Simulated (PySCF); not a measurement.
# Single point on SO

State: ³Σ⁻ (triplet), unpaired electrons π ↑↑.

An equivalent input (the run itself took its basis sets from the Basis Set Exchange, started from a PBE0 density and held the occupation σ 7α 7β, πx 3α 2β, πy 3α 2β):

```python
from pyscf import gto, dft
mol = gto.M(atom='S 0 0 0; O 0 0 1.5', basis={'S': 'aug-cc-pV(D+d)Z', 'O': 'aug-cc-pVDZ'},
            charge=0, spin=2, verbose=4, symmetry='C2v')
mf = dft.UKS(mol, xc='LDA,VWN')
mf.grids.atom_grid = (80, 434)
mf.grids.prune = dft.gen_grid.treutler_prune
mf.irrep_nelec = {'A1': (7, 7), 'B1': (3, 2), 'B2': (3, 2)}
mf.conv_tol = 1e-9
mf.max_cycle = 60
mf.diis_space = 10
mf.kernel()
```

The log (some set-up lines and the per-cycle HOMO/LUMO lines removed):

```
******** <class 'pyscf.dft.uks_symm.SymAdaptedUKS'> ********
method = SymAdaptedUKS
damping factor = 0
level_shift factor = 0
DIIS = <class 'pyscf.scf.diis.CDIIS'>
diis_start_cycle = 1
diis_space = 10
diis_damp = 0
SCF conv_tol = 1e-09
SCF conv_tol_grad = None
SCF max_cycles = 60
number electrons alpha = 13  beta = 11
Set gradient conv threshold to 3.16228e-05
init E= -471.479080665748
cycle= 1 E= -471.481328141382  delta_E= -0.00225  |g|= 0.0539  |ddm|= 0.263
cycle= 2 E= -471.463391632909  delta_E= 0.0179  |g|= 0.212  |ddm|= 0.268
cycle= 3 E= -471.482631551133  delta_E= -0.0192  |g|= 0.00495  |ddm|= 0.211
cycle= 4 E= -471.482642484553  delta_E= -1.09e-05  |g|= 0.00067  |ddm|= 0.00607
cycle= 5 E= -471.482642686892  delta_E= -2.02e-07  |g|= 0.000251  |ddm|= 0.00143
cycle= 6 E= -471.482642723024  delta_E= -3.61e-08  |g|= 0.000111  |ddm|= 0.000507
cycle= 7 E= -471.48264272857  delta_E= -5.55e-09  |g|= 3.18e-05  |ddm|= 0.000134
cycle= 8 E= -471.482642729074  delta_E= -5.04e-10  |g|= 2.32e-06  |ddm|= 5.12e-05
Extra cycle  E= -471.482642729065  delta_E= 8.64e-12  |g|= 4.79e-06  |ddm|= 7.06e-06
converged SCF energy = -471.482642729065  <S^2> = 2.0027527  2S+1 = 3.0018346
```

Repeating this along the bond gives Re = 1.509 Å and ωe = 1113 cm⁻¹.

A point of this curve took 0.19 CPU seconds beside 0.069 for the integrals, on Intel Xeon 6975P-C (shared host).

The state was picked by a PBE0 search and need not be the measured ground state.
